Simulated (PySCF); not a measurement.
benzene (C6H6), SMILES c1ccccc1. Geometry optimised at PBE-D3(BJ)/def2-SVP.

Computed equilibrium geometry at PBE-D3(BJ)/def2-SVP (PySCF confirms it by a frequency run) as bond lengths and angles, and its point group:
point group D6h.
Atoms: C1 C2 C3 C4 C5 C6 H7 H8 H9 H10 H11 H12. Bonded distances (Å): C1–C2 1.404, C1–C6 1.404, C1–H7 1.101, C2–C3 1.404, C2–H8 1.101, C3–C4 1.404, C3–H9 1.101, C4–C5 1.404, C4–H10 1.101, C5–C6 1.404, C5–H11 1.101, C6–H12 1.101. Angles (°): C2–C1–C6 120.0, C2–C1–H7 120.0, C6–C1–H7 120.0, C1–C2–C3 120.0, C1–C2–H8 120.0, C3–C2–H8 120.0, C2–C3–C4 120.0, C2–C3–H9 120.0, C4–C3–H9 120.0, C3–C4–C5 120.0, C3–C4–H10 120.0, C5–C4–H10 120.0, C4–C5–C6 120.0, C4–C5–H11 120.0, C6–C5–H11 120.0, C1–C6–C5 120.0, C1–C6–H12 120.0, C5–C6–H12 120.0.
